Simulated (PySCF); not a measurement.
## Nonlinear optical response: `InChI=1S/C4H4ClN/c5-3-1-2-4-6/h3-4H,6H2`

Geometry:
```tsv
atom	x (Å)	y (Å)	z (Å)
N1	-2.230	0.537	0.171
C2	-1.329	-0.491	0.242
C3	-0.011	-0.367	0.239
C4	1.241	-0.258	0.210
C5	2.549	-0.153	0.182
Cl6	3.362	1.373	0.165
H7	-1.880	1.466	0.338
H8	-3.153	0.362	0.528
H9	-1.767	-1.486	0.252
H10	3.215	-1.004	0.168
```

Computed, not measured: PySCF, quadratic response CAM-B3LYP/def2-TZVPD first hyperpolarisability, Taylor convention, gas phase. Geometry: PBE0-D3(BJ)/def2-TZVP.

Problem. Give β for the processes computed.

Solution. In au, Taylor convention; the vector part is βᵢ = ⅓ Σⱼ (βᵢⱼⱼ + βⱼᵢⱼ + βⱼⱼᵢ); β∥ is 3/5 of the vector part along the dipole, the dipole points from − to +:
| process | λ (nm) | β vector norm | β∥ | β HRS | depolarisation ratio |
| --- | --- | --- | --- | --- | --- |
| static β(0;0,0) | ∞ | 164.9 | -4.4 | 101.9 | 2.39 |
| second harmonic β(−2ω;ω,ω) | 1907 | 180.0 | -5.7 | 111.1 | 2.43 |
| Pockels β(−ω;ω,0) | 1907 | 169.6 | -4.8 | – | – |
| second harmonic β(−2ω;ω,ω) | 1064 | 224.4 | -9.1 | 138.1 | 2.51 |
| Pockels β(−ω;ω,0) | 1064 | 181.2 | -5.8 | – | – |

Problem. Which lowest excitations, dipole and polarisabilities go with it?

Solution. S1 3.86 eV (f = 0.000); S2 4.63 eV (f = 0.579); S3 5.04 eV (f = 0.001); dipole 3.86 D; isotropic α 91.8 au static, 92.5 au at 1907 nm, 94.0 au at 1064 nm, 94.6 au at 953.5 nm, 102.4 au at 532 nm.
